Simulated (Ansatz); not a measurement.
Basis-set extrapolation for C8H18 (`CCCC(CC)CC`) (PBE0-D4/def2-TZVP geometry, frozen core, Ansatz). Multiplicity 1, RHF reference.

```tsv
	def2-TZVPP	def2-QZVPP
HF	-313.544211	-313.559064
MP2 correlation	-1.422682	-1.509655
CCSD(T) correlation	-1.572392	not run
```

Energies in hartree. Use E(X) = E(∞) + A·exp(−7.88·√X) for Hartree–Fock and E(X) = E(∞) + B·X^(−2.97) for correlation, with X = 3 and 4, and add CCSD(T) minus MP2 of the smaller set to the MP2 limit.

Problem. What is the CCSD(T) energy at the basis-set limit?

Solution. HF limit: -313.559064 + (-0.014853) × 0.13774 = -313.56111. MP2 limit: -1.509655 + (-0.086973) × 0.74074 = -1.57408. Higher-order term: -1.572392 − (-1.422682) = -0.14971. Total: -315.28490 hartree, 4.58 eV below CCSD(T)/def2-TZVPP.
